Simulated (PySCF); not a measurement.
NH: energy against distance

Set-up: H def2-TZVPP, N def2-TZVPP; no relativity (PySCF 2.14). Energies in eV from H + N in their ground configurations at the same level. State: ³Σ⁻ (triplet), unpaired electrons π ↑↑.

All columns are PBE0. A positive dipole means H(−)N(+).

| R (Å) | E (eV) | μ (D) | Mulliken charge on H (basis-dependent) | HOMO (eV) | LUMO (eV) | Mayer bond order | ⟨S²⟩ |
| --- | --- | --- | --- | --- | --- | --- | --- |
| 0.893 | -3.127 | -1.66 | 0.13 | -9.79 | -2.48 | 1.00 | 2.01 |
| 0.935 | -3.424 | -1.64 | 0.15 | -9.76 | -2.46 | 0.99 | 2.01 |
| 0.977 | -3.596 | -1.62 | 0.16 | -9.73 | -2.44 | 0.98 | 2.01 |
| 1.008 | -3.659 | -1.60 | 0.16 | -9.72 | -2.43 | 0.98 | 2.01 |
| 1.039 | -3.678 | -1.58 | 0.16 | -9.71 | -2.42 | 0.97 | 2.01 |
| 1.070 | -3.660 | -1.55 | 0.16 | -9.70 | -2.41 | 0.97 | 2.01 |
| 1.112 | -3.591 | -1.52 | 0.16 | -9.69 | -2.39 | 0.97 | 2.01 |
| 1.164 | -3.447 | -1.48 | 0.15 | -9.69 | -2.38 | 0.97 | 2.01 |
| 1.226 | -3.218 | -1.42 | 0.15 | -9.69 | -2.37 | 0.97 | 2.01 |
| 1.309 | -2.855 | -1.33 | 0.14 | -9.71 | -2.37 | 0.97 | 2.01 |

A fit through these points gives, at Re = 1.038 Å, μ = -1.58 D and dμ/dR = 0.715 D/Å; the reduced mass is 0.9402 u.

Task: How strong is the fundamental in the double-harmonic approximation, I = 42.26·(dμ/dR)²/μred km/mol?

Result: I = 42.26·(0.715)²/0.9402 = 23.0 km/mol at PBE0.

The state was picked by a PBE0 search and need not be the measured ground state.
